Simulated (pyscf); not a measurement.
# 1,1-elimination: GaH₃ (SMILES [GaH3]) → GaH (SMILES [GaH]) [singlet] + H₂ (SMILES [H][H])

Gas phase, singlet surface, charge 0. Bonds broken: Ga1–H2, Ga1–H3. Bonds formed: H2–H3. PySCF, gas phase, ωB97X-D3(BJ)/def2-SVP geometries.

Transition state (Å):

```xyz
4

Ga     0.4266    -0.1815    -0.4602
H      1.6783     0.5513     0.1110
H      1.1758    -0.1963     1.1813
H     -0.6231    -1.1648     0.1178
```

One imaginary mode, 1368i cm⁻¹; descent along it reached the two sides named.

```json
[
 {"bond": "Ga1–H2", "change": "breaks", "reactant side (Å)": "1.568", "saddle": "1.559", "product side": "2.7"},
 {"bond": "Ga1–H3", "change": "breaks", "reactant side (Å)": "1.568", "saddle": "1.804", "product side": "2.6"},
 {"bond": "H2–H3", "change": "forms", "reactant side (Å)": "2.7", "saddle": "1.399", "product side": "0.766"}
]
```

Electronic energies relative to the reactant's lowest minimum found (kcal/mol):

| level | barrier | reaction energy | reverse barrier |
|---|---|---|---|
| ωB97X-D3(BJ)/def2-TZVP | 64.3 | +23.3 | 40.9 |
| PBE/def2-TZVP | 51.0 | +18.4 | 32.6 |
| r²SCAN/def2-TZVP | 55.2 | +23.3 | 32.0 |
| B3LYP-D3(BJ)/def2-TZVP | 56.7 | +16.5 | 40.2 |
| PBE0-D3(BJ)/def2-TZVP | 57.3 | +21.8 | 35.6 |
| M06-2X/def2-TZVP | 61.1 | +17.4 | 43.6 |
| ωB97M-D3(BJ)/def2-TZVP | 60.9 | +19.1 | 41.8 |
| HF/def2-TZVP | 76.9 | +19.9 | 57.0 |

With ωB97M-D3(BJ)/def2-TZVP energies and thermal terms (ideal gas, 1 atm, RRHO with modes under 100 cm⁻¹ raised to 100, one conformer, R ln 2 for chiral ones without a mode under 150 cm⁻¹), in kcal/mol:

```json
[
 {"T (K)": "298", "ΔH‡": "58.7", "ΔG‡": "57.5", "ΔH": "+17.5", "ΔG": "+9.5"},
 {"T (K)": "600", "ΔH‡": "58.5", "ΔG‡": "56.4", "ΔH": "+18.1", "ΔG": "+1.1"},
 {"T (K)": "900", "ΔH‡": "58.2", "ΔG‡": "55.5", "ΔH": "+18.1", "ΔG": "-7.5"},
 {"T (K)": "1200", "ΔH‡": "57.8", "ΔG‡": "54.6", "ΔH": "+17.8", "ΔG": "-16.0"}
]
```

One saddle was located; it need not be the lowest between these sides. Elements up to Kr have no core potential and no relativistic terms here.
